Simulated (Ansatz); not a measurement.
# SiH4⁺, quartet: reading a ladder of total energies

All five atoms lie in one plane.

Geometry: that of the SiH4⁺, doublet, kept fixed. The doublet lies 4.5 eV lower here.

```yaml
atoms:
  - { symbol: Si, position_ang: [0.0000, 0.0000, 0.0000] }
  - { symbol: H, position_ang: [-0.0112, 1.0909, 1.0838] }
  - { symbol: H, position_ang: [-0.0168, -1.0838, 1.0907] }
  - { symbol: H, position_ang: [0.0168, 1.0838, -1.0907] }
  - { symbol: H, position_ang: [0.0112, -1.0909, -1.0838] }
```

Basis 6-31G; Ansatz 0.2.0. Correlated methods freeze the noble-gas cores, which leaves 7 electrons in 16 orbitals. Prefix R: restricted or restricted open-shell reference; prefix U: unrestricted.

Full CI is exact within this basis and frozen core; it isn't the basis-set limit. The frozen core follows each run's orbitals, which can shift R against U totals by a few meV.

Runs differ by some tens of microhartree through their thresholds and, for an open shell, their frozen cores, so steps under 0.1 kcal/mol mean nothing.

| level | total energy (hartree) |
| --- | --- |
| UHF | -290.576787 |
| UMP2 | -290.616778 |
| UCCSD | -290.637588 |
| UCCSD(T) | -290.638296 |
| UCCSDT | -290.638663 |
| UCCSDT(Q) | -290.638692 |
| UCCSDTQ | -290.638702 |
| full CI | -290.638695 |

Q: What is the correlation energy at full CI, and what share of it do UMP2 and UCCSD(T) recover?

A: E(corr) = -290.638695 − (-290.576787) = -0.061908 hartree = -1.685 eV. UMP2: -0.039991 / -0.061908 = 64.60 %. UCCSD(T): -0.061509 / -0.061908 = 99.36 %.

Q: By how many kcal/mol does UCCSD(T) miss full CI (1 hartree = 627.509 kcal/mol), and which steps make up the rest?

A: -290.638296 − (-290.638695) = 0.000399 hartree = 0.25 kcal/mol. Steps: UCCSDT − UCCSD(T) = -0.23, UCCSDT(Q) − UCCSDT = -0.02, UCCSDTQ − UCCSDT(Q) = -0.01, full CI − UCCSDTQ = 0.00 kcal/mol. That is within 1 kcal/mol of the reference in this basis, which itself misses far more of the correlation at the basis-set limit.
